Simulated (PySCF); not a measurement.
Broadened absorption spectrum of CHF2CH2SH

Compound: CHF2CH2SH, C2H4F2S.
InChI=1S/C2H4F2S/c3-2(4)1-5/h2,5H,1H2

The calculation used TDDFT B3LYP/def2-SVPD, vertical, gas phase, core orbitals frozen in the response (PySCF). One conformer (not necessarily the lowest) at the PBE0-D3(BJ)/def2-SVP geometry, without solvent, vibrations or thermal averaging. Torsions of this conformer, `[F:1][CH:2]([F:3])[CH2:4][SH:5]`: F1–C2–C4–S5 60°, H–S5–C4–C2 -60°.

Computed states:

| state | E (eV) | f |
| --- | --- | --- |
| S1 | 5.63 | 0.0035 |
| S2 | 6.06 | 0.036 |
| S3 | 6.59 | 0.020 |
| S4 | 7.18 | 0.016 |
| S5 | 7.58 | 0.016 |
| S6 | 7.93 | 0.028 |
| S7 | 8.04 | 0.0021 |
| S8 | 8.35 | 0.0087 |
| S9 | 8.47 | 0.0084 |
| S10 | 8.57 | 0.093 |

Each state is given a Gaussian of 0.3 eV full width at half maximum, with ε(max) = 2.175×10⁸ f / Δν̃ (Δν̃ the width in cm⁻¹). The width is an assumption, not a result. The curve ends short of the highest state used, and states not computed would add to its high-energy end.

Problem. Give the broadened spectrum and its maxima.

Solution. 
```
E (eV)  ε (L mol⁻¹ cm⁻¹)
  5.18                 1
  5.23                 2
  5.28                 7
  5.33                20
  5.38                47
  5.43                93
  5.48               159
  5.53               233
  5.58               295
  5.64               328
  5.69               333
  5.74               366
  5.79               512
  5.84               858
  5.89              1437
  5.94              2171
  5.99              2851
  6.04              3222
  6.09              3126
  6.14              2603
  6.19              1867
  6.25              1061
  6.30               652
  6.35               540
  6.40               695
  6.45              1041
  6.50              1448
  6.55              1755
  6.60              1831
  6.65              1638
  6.70              1257
  6.75               830
  6.80               481
  6.85               271
  6.91               219
  6.96               332
  7.01               570
  7.06               888
  7.11              1199
  7.16              1393
  7.21              1399
  7.26              1236
  7.31              1014
  7.36               870
  7.41               893
  7.46              1072
  7.51              1307
  7.57              1487
  7.62              1484
  7.67              1412
  7.72              1417
  7.77              1621
  7.82              2015
  7.87              2443
  7.92              2685
  7.97              2595
```

Maxima: 205 nm (6.05 eV), ε about 3200, made up of S2 (100%); 188 nm (6.59 eV), ε about 1800, made up of S3 (100%); 173 nm (7.19 eV), ε about 1400, made up of S4 (99%); 163 nm (7.59 eV), ε about 1500, made up of S5 (94%); 156 nm (7.93 eV), ε about 2700, made up of S6 (94%) (ε in L mol⁻¹ cm⁻¹; maxima over ε = 5, shares over 10%).

Problem. Coming from long wavelengths, where does ε first pass 100 L mol⁻¹ cm⁻¹?

Solution. At about 228 nm (5.44 eV), 0.19 eV below S1.

Problem. What would ε be at 6.05 eV, the highest of these maxima, with half the width (0.15 eV)?

Solution. About 6460 L mol⁻¹ cm⁻¹ against 3240, a factor of about 1.99; a lone state at its own centre would give exactly 2.

Problem. On this curve, what absorbance would a 10⁻⁵ mol/L sample give at 222 nm over a 1 cm path?

Solution. 222 nm is 5.585 eV, where ε is about 300 L mol⁻¹ cm⁻¹, so A = ε c l ≈ 0.003 (Beer–Lambert, with the gas-phase spectrum and the assumed width).

The vertical ionisation energy (ΔSCF) is 9.70 eV, 1.13 eV above S10.
